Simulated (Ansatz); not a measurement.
**Worked example: BO, quartet against BO, doublet**

Geometry (PBE0/def2-TZVP stationary point of a doublet), kept for both states (BO, doublet: Σ⁺ or Δ; BO, quartet: Σ⁺ or Δ):

```yaml
atoms:
  - { symbol: B, position_ang: [0.0000, 0.0000, 0.0000] }
  - { symbol: O, position_ang: [0.0000, 0.0000, 1.2006] }
```

Basis 6-31G; Ansatz 0.2.0. Correlated methods freeze the noble-gas cores. R marks a restricted (for open shells ROHF) determinant, U an unrestricted one.

Full CI is exact within this basis and frozen core; it isn't the basis-set limit. The frozen core follows each run's orbitals, which can shift R against U totals by a few meV.

The determinant of the BO quartet fills πx and πy unequally, so it is a mixture of Σ and Δ, which weighs on every level built on one determinant.

```tsv
level	E(BO, doublet) (hartree)	E(BO, quartet) (hartree)
UHF	-99.474292	-99.285051
UMP2	-99.646531	-99.382390
UCCSD(T)	-99.654638	-99.404867
PBE	-99.874278	-99.610348
r2SCAN	-99.938677	-99.686170
full CI	-99.656328	-99.413219
```

Q: Give the vertical gap, BO quartet less BO doublet, at each level in eV (1 hartree = 27.2114 eV), and each error against full CI.

A: full CI: (-99.413219 − (-99.656328)) × 27.2114 = 6.615 eV (the reference)
r2SCAN: (-99.686170 − (-99.938677)) × 27.2114 = 6.871 eV, error 0.256 eV
PBE: (-99.610348 − (-99.874278)) × 27.2114 = 7.182 eV, error 0.567 eV
UCCSD(T): (-99.404867 − (-99.654638)) × 27.2114 = 6.797 eV, error 0.182 eV
UMP2: (-99.382390 − (-99.646531)) × 27.2114 = 7.188 eV, error 0.573 eV
UHF: (-99.285051 − (-99.474292)) × 27.2114 = 5.150 eV, error -1.465 eV

Total energies of functionals can't be set beside those of wave-function methods, since they hold the core's correlation and their own absolute errors; only the differences compare.

The set has no polarisation functions, so the order and spacing of states can differ from the basis-set limit.

In so small a basis the reference is far from its limit while semilocal and hybrid functionals are nearer theirs, so the functionals' errors here hold much of the reference's basis and frozen-core error, which can add to them or hide them.

Each level lands on the state that its own search finds. T1 diagnostics of restricted CCSD: 0.035 and 0.020.
